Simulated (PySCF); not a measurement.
**Changing the system itself: AlH**

One physical setting of the base script is moved in each run, with the edits that it forces.

Method: each script names its method and basis; program: PySCF 2.14.0.

1 further run of the same task is left out (it didn't finish).

## 1. Starting geometry

AlH: 2 atoms, charge 0, spin multiplicity 1.

Bond lengths: Al1–H2 1.515 Å.

## 2. The run that the others are compared with

The input, input.py:

```python
from pyscf import gto, dft

mol = gto.M(
    atom='Al 0 0 0; H 0 0 1.515',
    basis='6-311++g**',
    charge=0,
    spin=0,
    verbose=4,
)
mf = dft.RKS(mol, xc='tpssh')
mf.kernel()
mf.dip_moment()
print('orbital energies (hartree):', mf.mo_energy[..., max(0, mol.nelec[1]-3):mol.nelec[0]+3].round(4))
```

The run is started by

```sh
$ OMP_NUM_THREADS=1 python input.py
```

Its log is not repeated here.

Base result: E(SCF) = -242.984570 Eh, 7 cycles, μ = 0.55 D.

The bond length is a typed value, not an optimised one.

## 3. Bond 1.409 Å

Variant 1 changes bond length: 1.515 Å → 1.409 Å.

The input, input.py:

```python
from pyscf import gto, dft

mol = gto.M(
    atom='Al 0 0 0; H 0 0 1.409',
    basis='6-311++g**',
    charge=0,
    spin=0,
    verbose=4,
)
mf = dft.RKS(mol, xc='tpssh')
mf.kernel()
mf.dip_moment()
print('orbital energies (hartree):', mf.mo_energy[..., max(0, mol.nelec[1]-3):mol.nelec[0]+3].round(4))
```

The run is started by

```sh
$ OMP_NUM_THREADS=1 python input.py
```

## 4. Bond 4.545 Å

Variant 2 changes bond length: 1.515 Å → 4.545 Å.

input.py: that of step 2 with these lines changed.

```diff
@@ -3,3 +3,3 @@
 mol = gto.M(
-    atom='Al 0 0 0; H 0 0 1.515',
+    atom='Al 0 0 0; H 0 0 4.545',
     basis='6-311++g**',
```

## 5. Lengths in bohr

Variant 3 changes length unit: angstrom → bohr; bond length: 1.515 Å → 1.515 bohr.

input.py: that of step 2 with these lines changed.

```diff
@@ -7,2 +7,3 @@
     spin=0,
+    unit='bohr',
     verbose=4,
```

## 6. Electric field 0.001 a.u.

Variant 4 changes electric field: none → 0.001 a.u.

input.py: that of step 2 with these lines changed.

```diff
@@ -10,2 +10,7 @@
 mf = dft.RKS(mol, xc='tpssh')
+field = 0.001  # electric field along z, atomic units
+h = mf.get_hcore() + field*mol.intor('int1e_r')[2]
+mf.get_hcore = lambda *args: h
+e_nuc = mol.energy_nuc() - field*mol.atom_charges() @ mol.atom_coords()[:, 2]
+mf.energy_nuc = lambda *args: e_nuc
 mf.kernel()
```

## 7. Quintet (UKS)

Variant 5 changes spin (2S): 0 → 4; SCF type: RKS → UKS.

The input, input.py:

```python
from pyscf import gto, dft

mol = gto.M(
    atom='Al 0 0 0; H 0 0 1.515',
    basis='6-311++g**',
    charge=0,
    spin=4,
    verbose=4,
)
mf = dft.UKS(mol, xc='tpssh')
mf.kernel()
mf.dip_moment()
print('orbital energies (hartree):', [e[max(0, n-3):n+3].round(4) for e, n in zip(mf.mo_energy, mol.nelec)])
```

## 8. PCM, ε = 20.5

Variant 6 changes solvent: none (gas phase) → PCM, ε = 20.5.

input.py: that of step 2 with these lines changed.

```diff
@@ -1,2 +1,2 @@
-from pyscf import gto, dft
+from pyscf import gto, dft, solvent
 
@@ -10,2 +10,4 @@
 mf = dft.RKS(mol, xc='tpssh')
+mf = solvent.PCM(mf)
+mf.with_solvent.eps = 20.5
 mf.kernel()
```

Before running it: what results should come out? Wanted: for each run, E(SCF); from base; gap, α spin; SCF dipole.

The runs gave:

```
                          run  E(SCF) (hartree)  from base (eV)  cycles  gap, α spin (eV)  SCF dipole (D)
                         base       -242.984570               0       7              3.16            0.55
                 bond 1.409 Å       -242.972616         +0.3253       7              3.09            0.94
                 bond 4.545 Å       -242.850745         +3.6416      16              0.70            8.31
lengths in bohr (poor choice)       -242.415575  not comparable       7              2.46            2.23
    electric field 0.001 a.u.       -242.984812         -0.0066       7              3.17            0.67
                quintet (UKS)       -242.704963         +7.6085       7              4.04            2.10
                PCM, ε = 20.5       -242.992051         -0.2036       7              3.52            0.85
```

What this shows: Of the runs whose energies can be compared, “quintet (UKS)” moves the SCF energy most (+7.608 eV). The quintet solution found lies 7.61 eV above the base singlet at this geometry and level. A continuum solvent with ε = 20.5 lowers the energy by 0.204 eV. With bond 4.545 Å the frontier gap moves by over 1.5 eV, which can mean another electronic state rather than the bond length alone. Rows marked «poor choice» come from settings spoiled on purpose.
